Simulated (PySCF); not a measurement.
Gas-phase reaction: 3 Al(CH3)2Cl ⇌ AlCl3 + C2H4 + 2 AlH(CH3)2

Computed with PySCF and rigid-rotor harmonic-oscillator thermochemistry at 1 bar. † marks an energy on the PBE0/def2-TZVP geometry and frequencies; other levels use their own. MP2 freezes the core. 6-31G* has spherical d functions here. All species are closed-shell singlets. B3LYP is the form with VWN-RPA correlation. Al(CH3)2Cl, AlH(CH3)2: computed as isolated molecules; such fragments, hydroxides, amides, oligomers or adducts are transient or little studied in the gas. MP2 isn't extrapolated to the basis-set limit.

```json
[
 {"level": "B3LYP/6-31G*", "ΔH°(298 K), kJ": "225"},
 {"level": "BLYP/def2-TZVP†", "ΔH°(298 K), kJ": "___"},
 {"level": "MP2/def2-TZVPP†", "ΔH°(298 K), kJ": "240"},
 {"level": "PBE/def2-SVP", "ΔH°(298 K), kJ": "___"},
 {"level": "PBE0/def2-QZVP†", "ΔH°(298 K), kJ": "242"},
 {"level": "LDA/def2-TZVP†", "ΔH°(298 K), kJ": "___"}
]
```

**Question.** Some entries are withheld; supply them.

**Answer.** 
- BLYP/def2-TZVP†, ΔH°(298 K), kJ: 199
- PBE/def2-SVP, ΔH°(298 K), kJ: 236
- LDA/def2-TZVP†, ΔH°(298 K), kJ: 269
